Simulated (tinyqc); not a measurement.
Ways to converge the cycle: SCF convergence aids in the sto-6g basis, for OH+, spin multiplicity 3. Computed by the program tinyqc with PySCF. UHF with one setting changed at a time; a run stops when the energy changes by less than 1e-09 hartree and the error matrix is below 1e-5. The start is the Wolfsberg-Helmholz matrix. Damping d keeps d of the old density; a shift (hartree) raises the virtual levels; DIIS n extrapolates F over n matrices.

Geometry (angstrom):

| atom | x | y | z |
|---|---|---|---|
| O | 0.0000 | 0.0000 | 0.0000 |
| H | 0.0000 | 0.0000 | 1.3920 |

lowest solution found by these runs and by PySCF with stability checks = -74.717176 hartree

Largest element of the error matrix X^T (FDS - SDF) X:

| iteration | plain | damping 0.3 | damping 0.6 | shift 0.4 | DIIS 3 | DIIS 8 |
|---|---|---|---|---|---|---|
| 1 | 1.8e-01 | 1.8e-01 | 1.8e-01 | 1.8e-01 | 1.8e-01 | 1.8e-01 |
| 2 | 5.5e-02 | 7.8e-02 | 1.1e-01 | 9.0e-02 | 5.5e-02 | 5.5e-02 |
| 3 | 2.1e-02 | 4.5e-02 | 7.7e-02 | 5.4e-02 | 1.6e-02 | 1.6e-02 |
| 4 | 1.4e-02 | 2.8e-02 | 5.9e-02 | 3.3e-02 | 1.4e-02 | 1.4e-02 |
| 5 | 1.2e-02 | 1.9e-02 | 4.6e-02 | 2.2e-02 | 9.5e-03 | 9.5e-03 |
| 6 | 1.0e-02 | 1.5e-02 | 3.6e-02 | 1.7e-02 | 2.4e-03 | 2.8e-03 |
| 8 | 7.7e-03 | 1.1e-02 | 2.3e-02 | 1.2e-02 | 7.7e-05 | 2.8e-04 |
| 10 | 5.4e-03 | 8.7e-03 | 1.7e-02 | 9.6e-03 | 1.3e-05 | 2.7e-07 |
| 14 | 2.6e-03 | 5.5e-03 | 1.1e-02 | 6.2e-03 | - | - |
| 20 | 7.6e-04 | 2.6e-03 | 7.3e-03 | 3.1e-03 | - | - |
| 30 | 9.3e-05 | 6.5e-04 | 3.7e-03 | 8.3e-04 | - | - |
| 45 | - | 7.6e-05 | 1.2e-03 | 1.1e-04 | - | - |
| 60 | - | 8.9e-06 | 3.7e-04 | 1.4e-05 | - | - |

How each run ends:

| run | iterations | E (hartree) | state |
|---|---|---|---|
| plain | 41 | -74.71718 | lowest found |
| damping 0.3 | 60 | -74.71718 | lowest found |
| damping 0.6 | >60 | -74.71717 | falls steadily but slowly, by a factor of about 0.92 a step |
| shift 0.4 | >60 | -74.71718 | falls steadily but slowly, by a factor of about 0.87 a step |
| DIIS 3 | 12 | -74.71718 | lowest found |
| DIIS 8 | 10 | -74.71718 | lowest found |

What does the comparison show, and why?

4 of 6 runs reach the lowest solution found, in 10 to 60 iterations (fastest: DIIS 8). Not converged: damping 0.6, shift 0.4. Plain steps already contract here, so damping only slows them. DIIS 3 and DIIS 8 gain by cancelling the error over several earlier matrices, much as a quasi-Newton step does.
